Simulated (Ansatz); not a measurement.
NaCdAsS3 (P2₁/c, No. 14; cell taken from a computed entry) was calculated with r²SCAN+SOC (Ansatz, an electronic-structure program, PAW).

Settings: plane-wave cutoff 560 eV, 8×2×6 k mesh (along the axes of the cell as run), Fermi–Dirac smearing 0.01 eV, PAW data made under PBE.

Cell (relaxed with PBEsol):

```cif
data_As4Cd4Na4S12
_chemical_formula_sum 'Na4 Cd4 As4 S12'
_space_group_name_H-M_alt 'P 1'
_space_group_IT_number 1
_cell_length_a 5.62348
_cell_length_b 16.38080
_cell_length_c 7.91955
_cell_angle_alpha 90.000
_cell_angle_beta 134.285
_cell_angle_gamma 90.000
loop_
_space_group_symop_operation_xyz
  'x, y, z'
loop_
_atom_site_label
_atom_site_type_symbol
_atom_site_fract_x
_atom_site_fract_y
_atom_site_fract_z
_atom_site_occupancy
Na1 Na 0.20487 0.92507 0.73557 1
Na2 Na 0.79513 0.07493 0.26443 1
Na3 Na 0.79513 0.42507 0.76443 1
Na4 Na 0.20487 0.57493 0.23557 1
Cd1 Cd 0.76667 0.75023 0.76094 1
Cd2 Cd 0.23333 0.24977 0.23906 1
Cd3 Cd 0.23333 0.25023 0.73906 1
Cd4 Cd 0.76667 0.74977 0.26094 1
As1 As 0.28405 0.59875 0.77074 1
As2 As 0.71595 0.40125 0.22926 1
As3 As 0.71595 0.09875 0.72926 1
As4 As 0.28405 0.90125 0.27074 1
S1 S 0.63817 0.90256 0.66909 1
S2 S 0.36183 0.09744 0.33091 1
S3 S 0.36183 0.40256 0.83091 1
S4 S 0.63817 0.59744 0.16909 1
S5 S 0.64688 0.59717 0.72983 1
S6 S 0.35312 0.40283 0.27017 1
S7 S 0.35312 0.09717 0.77017 1
S8 S 0.64688 0.90283 0.22983 1
S9 S 0.19478 0.76245 0.22292 1
S10 S 0.80522 0.23755 0.77708 1
S11 S 0.80522 0.26245 0.27708 1
S12 S 0.19478 0.73755 0.72292 1
```

Q: Predict the band gap and direct gap at Γ.

A: 
- band gap: 2.26 eV (on the SCF k mesh)
- direct gap at Γ: 2.69 eV

Note: cell and atoms aren't relaxed at this level (largest force component 0.16 eV/Å, pressure 1.2 GPa).
